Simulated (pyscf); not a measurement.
Structures and frequencies: ωB97X-D3(BJ)/def2-SVP in PySCF.

F–Cl + Cl–GaH–Cl -> HCl + F–Ga(Cl)–Cl
Surface: singlet. Broken: Cl–F, Ga–H. Formed: Cl–H, F–Ga. Give ΔE‡ and ΔE from ωB97M-D3(BJ)/def2-TZVP, relative to the separated reactants.

ΔE‡ = 28.8 kcal/mol, ΔE = -85.4 kcal/mol. Zero-point energy shifts the barrier by -0.5 kcal/mol. It is a four-centre exchange, with an imaginary mode of 1157i cm⁻¹. On the reactant side the descent ends in a complex, 4.6 kcal/mol under the separated species and 33.5 kcal/mol under the saddle at ωB97X-D3(BJ)/def2-TZVP. On the product side the descent ends in an adduct with a Cl–Ga contact, 10.8 kcal/mol under the separated species and 126.0 kcal/mol under the saddle at ωB97X-D3(BJ)/def2-TZVP. One saddle was located; it need not be the lowest between these sides. One closed-shell reference is unstable to symmetry breaking; treat the single-reference values with care. Elements up to Kr have no core potential and no relativistic terms here.
